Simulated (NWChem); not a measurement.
# benzene (C$_{6}$H$_{6}$); SMILES c1ccccc1

Computed with NWChem. Pople sets run with spherical d functions. Each level has its own optimisation; frequencies are unscaled.

| level | r C–C (Å) | r C–H (Å) | highest harmonic frequency (cm⁻¹) | lowest (cm⁻¹) | zero-point energy (kcal/mol) |
|---|---|---|---|---|---|
| Hartree-Fock/STO-3G | 1.387 | 1.083 | 3748 | 478 | 73.0 |
| Hartree-Fock/3-21G | 1.385 | 1.072 | 3389 | 466 | 68.2 |
| Hartree-Fock/6-31G* | 1.386 | 1.075 | 3390 | 453 | 67.5 |
| B3LYP/6-31G* | 1.397 | 1.087 | 3213 | 415 | 63.2 |
| LDA (Slater exchange, VWN5)/def2-SVP | 1.394 | 1.104 | 3128 | 403 | 61.5 |
| PBE/def2-SVP | 1.405 | 1.101 | 3136 | 402 | 61.5 |
| BLYP/def2-SVP | 1.409 | 1.100 | 3115 | 406 | 61.3 |
| PBE0/def2-SVP | 1.395 | 1.093 | 3230 | 416 | 63.5 |
